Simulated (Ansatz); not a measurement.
The first iterations of a band of H5NOSi (8 atoms, charge 0, multiplicity 1).

Level of theory: Ansatz, RKS BHLYP/def2-SVP.

```yaml
movable_images: 5
climbing_image: yes
spring: 5.0 eV/Å²
optimiser: quadratic models (default)
start_path: through a guess of the saddle point
force_threshold: 0.05 eV/Å
iteration_limit: 10
end_points: relaxed
```

First end point:

```xyz
8
Properties=species:S:1:pos:R:3
Si -0.428 0.078 0.421
N 1.161 -0.401 0.006
O -1.193 1.015 -0.712
H -1.264 0.667 -1.597
H -0.437 0.934 1.621
H -1.162 -1.191 0.639
H 1.936 0.232 -0.089
H 1.388 -1.334 -0.289
```

Last end point:

```xyz
8
Properties=species:S:1:pos:R:3
Si -0.882 0.189 0.542
N 0.798 -0.169 -0.497
O -1.742 0.898 -0.511
H 0.535 0.248 -1.388
H -0.234 0.900 1.679
H -1.119 -1.215 0.978
H 1.631 0.297 -0.154
H 1.014 -1.148 -0.649
```

| iteration | highest image above the first end (eV) | largest band force component (eV/Å) |
| --- | --- | --- |
| 1 | 2.339 | 6.263 |
| 2 | 2.012 | 2.564 |
| 3 | 2.372 | 6.651 |

**Question.** Does the band converge within its limit, and where does its top end?

**Answer.** The forces met the threshold. It ended after 10 iterations with the highest image 1.948 eV above the first end. Another band between the same ends (5 images) ends at a top of the same energy, where a vibrational analysis finds 1 clearly imaginary mode. The orbitals stay closed-shell, which can raise the energy where a bond breaks towards radicals; this wasn't checked here.

The run took 110 s on 1 thread of Arm Neoverse V1 (shared host), peak memory 0.13 GiB.
